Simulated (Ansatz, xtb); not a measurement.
Homolysis of single bonds, series Ge F-H. All species are isolated molecules in the gas phase. Strings in code marks are SMILES.

Quantity: homolytic bond dissociation enthalpy at 298 K (no spin–orbit term), in kcal/mol. Enthalpy corrections at 298 K come from GFN2-xTB frequencies (xtb).

A: F–Ge bond of `[F][GeH2][F]`, giving `[F]` and `[F][GeH2]`
B: F–Ge bond of `[F][Ge]([F])([F])[F]`, giving `[F]` and `[F][Ge]([F])[F]`
C: F–Ge bond of `[F][GeH]([F])[F]`, giving `[F]` and `[F][GeH][F]`
D: F–Ge bond of `[F][GeH3]`, giving `[F]` and `[GeH3]`

**Question.** Order them by homolytic bond dissociation enthalpy at 298 K (no spin–orbit term) (lowest first) at the level frozen-core CCSD(T)/cc-pVTZ // B3LYP-D3(BJ)/def2-TZVP (Ansatz, a quantum-chemistry and plane-wave program).

**Answer.** D (123.8 kcal/mol), B (128.8 kcal/mol), A (129.6 kcal/mol), C (130.6 kcal/mol)
